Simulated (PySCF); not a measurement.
Gas-phase reaction: Si + 2 F + 2 H ⇌ SiH2F2

Computed with PySCF (xtb for GFN2) and rigid-rotor harmonic-oscillator thermochemistry at 1 bar. 'Table' is the NASA 1993 thermochemical table (part measured, part estimated). After a fit of one offset per element over all species, the range-separated, M06-2X, PBE0/def2-QZVP and CCSD(T)/def2-TZVPP enthalpies, where run, lie to one side of the table for SiH2F2 (+16 kJ/mol): a fault of the table's entry, another state or a shared error of the levels is possible; this was not checked at source. † marks an energy on the PBE0/def2-TZVP geometry and frequencies; other levels use their own. CCSD(T) freezes the core. 6-31G* has spherical d functions here. Open shells (unrestricted): Si (multiplicity 3, electronic degeneracy 9), F (multiplicity 2, electronic degeneracy 6), H (multiplicity 2); the rest are closed-shell singlets. GFN2 has no spin-polarisation term. Spin-orbit splitting is ignored; it lowers the true energy and changes the entropy of Si, F. B3LYP is the form with VWN-RPA correlation. For this reaction the table lies outside the span of B3LYP, CCSD(T), M06-2X, MP2, PBE0, r2SCAN, ωB97M-V, ωB97X-V in their largest bases here; which side is off was not settled. CCSD(T) isn't extrapolated to the basis-set limit; its ΔH°(298 K) is -1660.5 kJ in def2-SVP and -1774.2 kJ in def2-TZVPP. The harmonic model lacks anharmonicity and excited electronic states, which grow with temperature; levels with a mode under 35 cm⁻¹ are left out. The table's entry may be an old estimate for SiH2F2 (not checked at source).

ΔH° and ΔS° at 298 K: table -1836 kJ, -453 J/K; B3LYP/6-31G* -1758 kJ, -457 J/K; B3LYP/def2-TZVP† -1787 kJ, -457 J/K; CCSD(T)/def2-TZVPP† -1774 kJ, -457 J/K; GFN2-xTB -1938 kJ, -451 J/K.

### Question
With the heat capacities included, give log10 K at 600, 1000, 1400, 1600, 2500 K for each.

### Answer
```csv
T (K),table,B3LYP/6-31G*,B3LYP/def2-TZVP†,CCSD(T)/def2-TZVPP†,GFN2-xTB
600,135.7,128.8,131.3,130.2,144.8
1000,71.2,67.1,68.6,67.9,76.9
1400,43.5,40.5,41.6,41.1,47.7
1600,34.8,32.2,33.2,32.8,38.6
2500,13.0,11.3,11.9,11.7,15.6
```
Ten kJ in ΔG° is worth 0.87 decades in K at 600 K and 0.21 at 2500 K. Holding ΔH° and ΔS° at their 298 K values would give 14.7 (table), 12.9 (B3LYP/6-31G*), 13.5 (B3LYP/def2-TZVP†) at 2500 K.
